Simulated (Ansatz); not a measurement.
A nudged elastic band was laid between two geometries of CH7Si2 (10 atoms, charge -1, multiplicity 1).

Theory: RKS PBE0-D4/def2-SVP in Ansatz 0.2.0.

```yaml
movable_images: 5
climbing_image: yes
spring: 5.0 eV/Å²
optimiser: quadratic models (default)
start_path: IDPP
force_threshold: 0.03 eV/Å
iteration_limit: 60
end_points: relaxed
```

Image 0:

```xyz
10
Properties=species:S:1:pos:R:3
Si -1.122 0.842 -0.729
C 0.084 -0.466 -0.586
Si 1.103 -0.745 0.853
H -2.575 0.457 -1.034
H -0.931 1.911 -1.815
H -1.234 1.660 0.540
H 0.226 -1.131 -1.452
H 1.036 -2.119 1.531
H 0.786 0.218 1.976
H 2.628 -0.628 0.716
```

Image 6:

```xyz
10
Properties=species:S:1:pos:R:3
Si -0.660 1.244 -0.716
C 0.412 -0.180 -0.608
Si 0.565 -1.212 0.841
H -1.644 1.313 0.432
H -1.538 1.352 -1.965
H -0.063 2.659 -0.724
H 1.107 -0.360 -1.440
H 0.502 -2.726 0.625
H -0.522 -0.942 1.860
H 1.841 -1.148 1.695
```

Task: Which bonds break or form, and what moves?

Result: No bond is made or broken. The dihedral H6–Si1–C2–H7 goes from 179 to -64°.

Task: What energy profile does the band end with?

Result: The forces met the threshold. The highest image is number 3 of 0 to 6, 0.054 eV above the ends, which have the same energy within 2 meV. A vibrational analysis at the climbing image gives one clearly imaginary mode, 147i cm⁻¹: a first-order saddle point. Limits of this set-up: an anion without diffuse functions, the dipole of an ion depends on the origin.

| image | path coordinate (Å) | energy (eV) | dihedral H6–Si1–C2–H7 (°) |
| --- | --- | --- | --- |
| 0 | 0.00 | 0.000 | 179 |
| 1 | 0.69 | 0.010 | -165 |
| 2 | 1.37 | 0.036 | -147 |
| 3 | 2.06 | 0.054 | -122 |
| 4 | 2.70 | 0.040 | -97 |
| 5 | 3.34 | 0.013 | -79 |
| 6 | 3.98 | 0.001 | -64 |

Task: What is the geometry of the highest image?

Result: 
```xyz
10
Properties=species:S:1:pos:R:3
Si -0.912 1.068 -0.718
C 0.297 -0.246 -0.618
Si 0.855 -1.031 0.884
H -2.358 0.801 -0.290
H -1.087 1.557 -2.146
H -0.664 2.367 0.052
H 0.725 -0.563 -1.578
H 0.719 -2.553 1.006
H 0.105 -0.518 2.098
H 2.321 -0.882 1.310
```

Task: What are the harmonic wavenumbers there?

Result: 147i, 87, 163, 277, 594, 611, 671, 695, 815, 914, 919, 919, 948, 967, 1011, 1046, 1117, 1964, 1976, 2021, 2040, 2092, 2114, 3158 cm⁻¹.

Run time: 97 s on 1 thread of Arm Neoverse V1 (shared host), peak memory 0.16 GiB.
